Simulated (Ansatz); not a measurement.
We consider fcc Pt, described by revPBE (Ansatz, an electronic-structure program, plane waves, PAW).

Numerical settings: plane-wave cutoff 520 eV, 24×24×24 k mesh, Fermi–Dirac smearing 0.05 eV, scalar-relativistic PAW data made under PBE.

Cell (relaxed at this level):

```cif
data_Pt4
_chemical_formula_sum 'Pt4'
_space_group_name_H-M_alt 'Fm-3m'
_space_group_IT_number 225
_space_group_name_Hall '-F 4 2 3'
_cell_length_a 3.98625
_cell_length_b 3.98625
_cell_length_c 3.98625
_cell_angle_alpha 90.000
_cell_angle_beta 90.000
_cell_angle_gamma 90.000
loop_
_atom_site_label
_atom_site_type_symbol
_atom_site_symmetry_multiplicity
_atom_site_Wyckoff_symbol
_atom_site_fract_x
_atom_site_fract_y
_atom_site_fract_z
_atom_site_occupancy
Pt1 Pt 4 a 0.00000 0.00000 0.00000 1
```
(The calculation used a cell of 1 atom; values per cell refer to that cell.)

### Question
Estimate the bulk modulus B0 and pressure derivative B′ of the bulk modulus that the calculation returns.

### Answer

- bulk modulus B0 = 235 GPa
- pressure derivative B′ of the bulk modulus = 5.5

The run finds no gap.

Measured, for comparison: bulk modulus 289 GPa (corrected for temperature and zero-point phonon effects; as tabulated in Levämäki et al. (2014), arXiv:1402.3671). Computed (rounded) less measured: bulk modulus -19 %.

Spin–orbit coupling is not included.

It cost very roughly 25 core-seconds of CPU time.
